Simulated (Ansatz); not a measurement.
A structure relaxed at PBE0-D4/def2-TZVP, charge 0, multiplicity 1:

Cartesian coordinates in Å:
```
C -1.537 0.523 0.094
C -0.125 0.962 0.040
F -0.035 2.305 0.054
C 1.000 0.263 -0.016
C 1.076 -1.215 -0.029
F 1.479 -1.675 -1.279
H -2.005 0.872 1.018
H -1.630 -0.560 0.037
H -2.088 0.966 -0.740
H 1.932 0.816 -0.068
H 0.115 -1.682 0.198
H 1.817 -1.575 0.691
```

(1) Give its formula and SMILES.

(2) Summarise the bond lengths by kind.

Answers

(1) C4H6F2, `C/C(F)=C\CF`.

(2) 3 × C–C 1.326 to 1.481 Å; 6 × C–H 1.085 to 1.094 Å; 2 × C–F 1.346 to 1.392 Å.

Program: Ansatz 0.2.0.
